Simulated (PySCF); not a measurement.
# Aluminium: a sound run and one with changed settings

Sound run: Al [Ne] 3s2 3p1, Al⁺ [Ne] 3s2. All numbers are calculated (PySCF 2.14, scalar relativity by spin-free X2C-1e, in cc-pVDZ-DK). In the sound run the correlated levels freeze [Ne]. The sound run starts from symmetry-adapted Hartree-Fock orbitals and uses a fine grid where one is needed.

Changed run: a valence shell is frozen. This setting is unsound on purpose.

Ionisation energy of Al:

```tsv
method	sound run (eV)	changed run (eV)
UHF	5.574	5.574
MP2	5.725	5.574
SCS-MP2	5.706	5.574
CCSD	5.808	5.574
CCSD(T)	5.826	5.574
CCSDT	n/a	5.574
FCI	n/a	5.574
```

Freezing a valence shell removes pair correlation that changes on ionisation.

For comparison, NIST gives 5.986 eV between the lowest levels.
